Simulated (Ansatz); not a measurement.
Nudged elastic band run: BH$_{3}$OSi

Input:

```yaml
crystal:
  periodic: [false, false, false]
  atoms:
    - { symbol: B, position_ang: [0.256147, -0.529809, -0.857709] }
    - { symbol: Si, position_ang: [-0.237058, 0.477554, 0.803207] }
    - { symbol: O, position_ang: [-0.46387, 1.986725, 0.741421] }
    - { symbol: H, position_ang: [-0.584722, -0.9699, -1.574953] }
    - { symbol: H, position_ang: [1.395066, -0.656193, -1.177177] }
    - { symbol: H, position_ang: [-0.365564, -0.308376, 2.065202] }
basis:
  gaussian: { orbitals: def2-TZVP }
hamiltonian:
  xc: b3lyp
neb:
  order_check: false
  images: 5
  f_tol: 0.2
  max_iterations: 60
  final_atoms:
    - { symbol: B, position_ang: [0.16650567, -0.7682143, -0.22880416] }
    - { symbol: Si, position_ang: [-0.23655628, 1.12087049, 0.32387293] }
    - { symbol: O, position_ang: [-0.54883087, 2.53179011, 0.75394428] }
    - { symbol: H, position_ang: [1.28651852, -0.63493301, -0.64082479] }
    - { symbol: H, position_ang: [-0.70224784, -0.93484097, -1.04138248] }
    - { symbol: H, position_ang: [0.03460981, -1.31467132, 0.83318521] }
  initial_path:
    images:
      - { positions_ang: [[0.256147, -0.529809, -0.857709], [-0.237058, 0.477554, 0.803207], [-0.46387, 1.986725, 0.741421], [-0.584722, -0.9699, -1.574953], [1.395066, -0.656193, -1.177177], [-0.365564, -0.308376, 2.065202]] }
      - { positions_ang: [[0.23572563, -0.52057762, -0.74998212], [-0.27650208, 0.56322364, 0.83146387], [-0.28087359, 2.05011253, 0.82932942], [-0.44763766, -1.18379244, -1.24923451], [1.23885782, -0.4859295, -1.24299527], [-0.46957112, -0.42303562, 1.58140962]] }
      - { positions_ang: [[0.21530425, -0.51134624, -0.64225524], [-0.31594616, 0.64889328, 0.85972073], [-0.09787718, 2.11350007, 0.91723783], [-0.31055332, -1.39768488, -0.92351603], [1.08264963, -0.31566599, -1.30881354], [-0.57357823, -0.53769524, 1.09761725]] }
      - { positions_ang: [[0.19488288, -0.50211486, -0.53452836], [-0.35539024, 0.73456293, 0.8879776], [0.08511924, 2.1768876, 1.00514625], [-0.17346898, -1.61157731, -0.59779754], [0.92644145, -0.14540249, -1.37463182], [-0.67758535, -0.65235486, 0.61382487]] }
      - { positions_ang: [[0.18542381, -0.59081467, -0.4326203], [-0.31577892, 0.86333212, 0.69994271], [-0.12619747, 2.29518844, 0.92141226], [0.31319352, -1.28602921, -0.61213996], [0.38354502, -0.40854865, -1.2635487], [-0.44018696, -0.87312702, 0.68694499]] }
      - { positions_ang: [[0.17596474, -0.67951448, -0.33071223], [-0.2761676, 0.99210131, 0.51190782], [-0.33751417, 2.41348927, 0.83767827], [0.79985602, -0.96048111, -0.62648237], [-0.15935141, -0.67169481, -1.15246559], [-0.20278858, -1.09389917, 0.7600651]] }
      - { positions_ang: [[0.16650567, -0.7682143, -0.22880416], [-0.23655628, 1.12087049, 0.32387293], [-0.54883087, 2.53179011, 0.75394428], [1.28651852, -0.63493301, -0.64082479], [-0.70224784, -0.93484097, -1.04138248], [0.03460981, -1.31467132, 0.83318521]] }
```

Launched with:

```bash
$ ansatz run input.yaml --threads 2 --pin off --max-ram 3072MiB --backend cpu --events-out ev --progress --plain --runs-dir out
```

Output, in part (warnings, iteration lines, the closing report on the highest movable image, with atoms numbered from 0):

```
NEB end point (image 0): max|allowed force component| = 8.391e-3 eV/Å (the criterion of neb.relax_end_points is 4.000e-2)
NEB end point (image 6): max|allowed force component| = 1.376e-2 eV/Å (the criterion of neb.relax_end_points is 4.000e-2)
NEB iter   1: max|band force component| = 3.404e1 eV/Å  barrier→ = 12.7738 eV  barrier← = 13.4455 eV  Δτ_max = 0.1961 Å  (323 SCF iters)
NEB iter   2: max|band force component| = 9.203e0 eV/Å  barrier→ = 4.1905 eV  barrier← = 4.8622 eV  Δτ_max = 0.1965 Å  (204 SCF iters)
NEB iter   3: max|band force component| = 5.045e0 eV/Å  barrier→ = 2.9194 eV  barrier← = 3.5911 eV  Δτ_max = 0.1974 Å  (180 SCF iters)
NEB iter   4: max|band force component| = 2.017e0 eV/Å  barrier→ = 2.2425 eV  barrier← = 2.9142 eV  Δτ_max = 0.1959 Å  (183 SCF iters)
NEB iter   5: max|band force component| = 2.058e0 eV/Å  barrier→ = 1.4580 eV  barrier← = 2.1297 eV  Δτ_max = 0.1917 Å  (160 SCF iters)
NEB iter   6: max|band force component| = 2.035e0 eV/Å  barrier→ = 0.9397 eV  barrier← = 1.6114 eV  Δτ_max = 0.2000 Å  (161 SCF iters)
NEB iter   7: max|band force component| = 1.486e0 eV/Å  barrier→ = 1.0863 eV  barrier← = 1.7580 eV  Δτ_max = 0.1984 Å  (168 SCF iters)
NEB iter   8: max|band force component| = 1.566e0 eV/Å  barrier→ = 0.7856 eV  barrier← = 1.4573 eV  Δτ_max = 0.0989 Å  (168 SCF iters)
NEB iter   9: max|band force component| = 1.412e0 eV/Å  barrier→ = 0.5886 eV  barrier← = 1.2603 eV  Δτ_max = 0.0994 Å  (161 SCF iters)
NEB iter  10: max|band force component| = 9.733e-1 eV/Å  barrier→ = 0.4630 eV  barrier← = 1.1346 eV  Δτ_max = 0.0998 Å  (154 SCF iters)
NEB iter  11: max|band force component| = 7.270e-1 eV/Å  barrier→ = 0.3593 eV  barrier← = 1.0310 eV  Δτ_max = 0.1990 Å  (155 SCF iters)
NEB iter  12: max|band force component| = 8.181e-1 eV/Å  barrier→ = 0.2310 eV  barrier← = 0.9027 eV  Δτ_max = 0.0990 Å  (169 SCF iters)
NEB iter  13: max|band force component| = 5.897e-1 eV/Å  barrier→ = 0.1740 eV  barrier← = 0.8457 eV  Δτ_max = 0.0587 Å  (153 SCF iters)
NEB iter  14: max|band force component| = 3.007e-1 eV/Å  barrier→ = 0.1593 eV  barrier← = 0.8310 eV  CI = image 4  Δτ_max = 0.1008 Å  (156 SCF iters)
NEB iter  15: max|band force component| = 3.485e-1 eV/Å  barrier→ = 0.2160 eV  barrier← = 0.8877 eV  CI = image 4  Δτ_max = 0.2000 Å  (155 SCF iters)
NEB iter  16: max|band force component| = 5.644e-1 eV/Å  barrier→ = 0.3352 eV  barrier← = 1.0068 eV  CI = image 4  Δτ_max = 0.1001 Å  (169 SCF iters)
NEB iter  17: max|band force component| = 6.182e-1 eV/Å  barrier→ = 0.3751 eV  barrier← = 1.0468 eV  CI = image 4  Δτ_max = 0.1001 Å  (152 SCF iters)
NEB iter  18: max|band force component| = 5.400e-1 eV/Å  barrier→ = 0.3958 eV  barrier← = 1.0675 eV  CI = image 4  Δτ_max = 0.0790 Å  (154 SCF iters)
NEB iter  19: max|band force component| = 4.786e-1 eV/Å  barrier→ = 0.4166 eV  barrier← = 1.0882 eV  CI = image 4  Δτ_max = 0.0619 Å  (157 SCF iters)
NEB iter  20: max|band force component| = 1.155e-1 eV/Å  barrier→ = 0.3928 eV  barrier← = 1.0645 eV  CI = image 4  Δτ_max = 0.0000 Å  (299 SCF iters)
Total energy: -10650.24152285 eV, -391.3891569716 hartree
Atom 0 at     0.465645    -0.542871    -0.640698 Å, force     0.037203    -0.028493    -0.014475 eV/Å
Atom 1 at    -0.053227     0.824231     0.568644 Å, force    -0.091129    -0.091930    -0.063781 eV/Å
Atom 2 at    -0.141790     2.077738     1.416126 Å, force     0.030632     0.109084     0.072083 eV/Å
Atom 3 at     0.927110    -1.521454    -0.151776 Å, force    -0.001902    -0.006141    -0.001685 eV/Å
Atom 4 at    -0.048859    -0.525253    -1.710627 Å, force     0.000097     0.011778     0.004556 eV/Å
Atom 5 at    -1.148879    -0.312392     0.518322 Å, force     0.025099     0.005701     0.003303 eV/Å
Dipole moment:     0.115328    -0.524413    -0.400173 e Å
```

The forces met the threshold. The threshold of 0.2 eV/Å is loose, so the images may lie well off the minimum-energy path. The profile has 2 maxima (images 1, 4) with wells between them (image 3): this band takes more than one step, which may be the mechanism or a detour left from its start path. Another band between the same ends (5 images) ends at a top of the same energy, where a vibrational analysis finds 1 clearly imaginary mode. The orbitals stay closed-shell, which can raise the energy where a bond breaks towards radicals; this wasn't checked here.

Final band (atoms are numbered from 1 in the order of the input):

```tsv
image	path coordinate (Å)	energy (eV)	Si2–H6 (Å)	B1–H6 (Å)
0	0.00	0.00	1.49	3.00
1	1.21	0.08	1.49	3.00
2	2.42	0.08	1.49	3.00
3	3.63	0.01	1.49	2.93
4	4.85	0.39	1.58	2.00
5	5.60	-0.57	2.06	1.26
6	6.34	-0.67	2.50	1.20
```

Time of the run: 2.4 min on 2 threads of Arm Neoverse V2, on a shared host, peak memory 0.23 GiB.
